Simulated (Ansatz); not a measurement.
# C₂H₄S₂: up Jacob's ladder to CCSD(T)

An exercise on one series of results from a longer session: the logs are not shown, and one member is left open.

Program: Ansatz 0.2.0, Gaussian basis. Level of theory: functionals in def2-TZVPP, the program's frozen cores in correlated methods. These are calculated values, not measurements.

Plan: LDA (SPW92), PBE-D4, revPBE-D4, BLYP-D4, r2SCAN-D4, B97M-V, PBE0-D4, B3LYP-D4, r2SCANh-D4, r2SCAN0-D4, HSE06-D4, BHLYP-D4, CAM-B3LYP-D4, LC-ωPBE, ωB97X-V, ωB97M-V, B2PLYP, PBE-QIDH; CCSD(T)/def2-SVP; CCSD(T)/def2-TZVPP; MP2/def2-QZVPP; extrapolation to the limit; RPA on PBE.

## The geometry

All runs share one geometry, relaxed beforehand with PBE0-D4 in a triple-zeta def2 set.

SMILES `CC1SS1`, 8 atoms, charge 0, spin multiplicity 1.

Atoms are counted from 1 here; the program's logs count them from 0.

Bond lengths: C1–C2 1.498 Å, C1–H5 1.090 Å, C1–H6 1.093 Å, C1–H7 1.093 Å, C2–S3 1.793 Å, C2–S4 1.793 Å, C2–H8 1.087 Å, S3–S4 2.068 Å. Angles: C2–C1–H5 110.5°, C2–C1–H6 110.2°, C2–C1–H7 110.2°, H5–C1–H6 108.9°, H5–C1–H7 108.9°, H6–C1–H7 108.0°, C1–C2–S3 118.9°, C1–C2–S4 118.9°, C1–C2–H8 115.8°, S3–C2–S4 70.4°, S3–C2–H8 112.5°, S4–C2–H8 112.5°, C2–S3–S4 54.8°, C2–S4–S3 54.8°.

The first run:

Input file in.yaml:

```yaml
crystal:
  periodic: [false, false, false]
  atoms:
    - {symbol: C, position_ang: [-0.294045, 0.825938, -0.151771]}
    - {symbol: C, position_ang: [-0.061833, -0.632858, 0.099783]}
    - {symbol: S, position_ang: [1.233018, -1.118772, 1.240796]}
    - {symbol: S, position_ang: [1.246406, -1.468215, -0.797639]}
    - {symbol: H, position_ang: [0.655618, 1.354434, -0.236405]}
    - {symbol: H, position_ang: [-0.860591, 0.964144, -1.076373]}
    - {symbol: H, position_ang: [-0.871539, 1.263035, 0.667014]}
    - {symbol: H, position_ang: [-0.954833, -1.244708, 0.198793]}
basis:
  gaussian: {orbitals: def2-TZVPP}
hamiltonian: {xc: lda}
output: {orbitals: {seedname: orbitals}}
```

Command:

```bash
$ ansatz run in.yaml --threads 2 --pin off --events-out ev --progress --plain --max-ram 4352MiB
```

Steps of the session up to this table: LDA; PBE-D4 (GGA); revPBE-D4 (GGA); BLYP-D4 (GGA); r2SCAN-D4 (meta-GGA); B97M-V (meta-GGA); B3LYP-D4 (hybrid); r2SCANh-D4 (hybrid); r2SCAN0-D4 (hybrid); HSE06-D4 (hybrid); BHLYP-D4 (hybrid); CAM-B3LYP-D4 (range-separated); LC-ωPBE (range-separated); ωB97X-V (range-separated); ωB97M-V (range-separated); B2PLYP (double hybrid); PBE-QIDH (double hybrid).

One table of the session follows, with a row left open; its other results are not shown here.

It belongs to the step «Frontier levels by functional». 

| functional | HOMO (eV) | LUMO (eV) | gap (eV) |
| --- | --- | --- | --- |
| LDA (SPW92) | -5.04 | -2.73 | 2.31 |
| PBE-D4 | -4.92 | -2.54 | 2.38 |
| revPBE-D4 | -4.87 | -2.46 | 2.40 |
| BLYP-D4 | -4.76 | -2.40 | 2.36 |
| r2SCAN-D4 | -5.13 | -2.41 | 2.72 |
| B97M-V | -5.21 | -2.33 | 2.88 |
| PBE0-D4 | -6.12 | -1.59 | 4.53 |
| B3LYP-D4 | -5.89 | -1.81 | 4.08 |
| r2SCANh-D4 | -5.58 | -2.05 | 3.53 |
| r2SCAN0-D4 | -6.26 | -1.52 | 4.74 |
| HSE06-D4 | -5.73 | -1.98 | 3.75 |
| BHLYP-D4 | ? | ? | ? |
| CAM-B3LYP-D4 | -7.45 | -0.46 | 6.99 |
| LC-ωPBE | -8.84 | 0.68 | 9.52 |
| ωB97X-V | -8.47 | 0.60 | 9.07 |
| ωB97M-V | -8.29 | 0.52 | 8.81 |

Estimate the missing values for BHLYP-D4.

Worked estimate for «HOMO (eV)». Against the share of exact exchange, BLYP-D4 (0, -4.76), B3LYP-D4 (0.2, -5.89) give a slope of -5.65 per unit share; at 0.5 the line stands at -7.58.

As computed: HOMO (eV): -7.20; LUMO (eV): -0.53; gap (eV): 6.67. In «HOMO (eV)» the line misses by -0.38.
